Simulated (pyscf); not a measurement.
## Routes from H₂O + O=Ge: [singlet]

Candidate steps break at most two bonds and form at most two. Each was searched with GFN2-xTB (tblite) first. Single points on ωB97X-D3(BJ)/def2-SVP structures (PySCF, gas phase). Correlated levels are frozen-core, on RHF or UHF. ΔMP2 is the change of the MP2 total energy from the triple- to the quadruple-zeta basis. Energies: CCSD(T)/def2-TZVPP + ΔMP2(QZVPP), eV, from the separated reactants, singlet surface; ΔG‡ with ideal gas, 1 atm, RRHO with modes under 100 cm⁻¹ raised to 100, one conformer, R ln 2 for chiral ones without a mode under 150 cm⁻¹.

```tsv
products	type	ΔE‡	ΔE	ΔG‡ 298 K	ΔG‡ 900 K	ν‡ (cm⁻¹)
HO–Ge:–OH [singlet]	addition across a multiple bond or ene-type step	0.11	-1.45	0.43	1.25	1212i
O=GeH–OH	insertion	2.39	+0.21	2.62	3.36	1536i
```

Row 1: On the reactant side the descent ends in a bound adduct, 0.42 eV under the separated species and 0.30 eV under the saddle at ωB97X-D3(BJ)/def2-TZVP. Row 2: On the reactant side the descent ends in a bound adduct, 0.42 eV under the separated species and 2.66 eV under the saddle at ωB97X-D3(BJ)/def2-TZVP. 

Plain bond fissions and candidates not yet searched are not listed, and one of them may be faster. Each barrier is that of the saddle found; lower ones may exist. The CCSD(T) − MP2 part came from Ansatz, without density fitting, on the same reference. The frozen core leaves the outer d or s,p core shells of the metals and heavy elements correlated in the MP2 and CC values, and def2-TZVPP describes them poorly, which can shift differences by a few kcal/mol. Elements up to Kr have no core potential and no relativistic terms here.
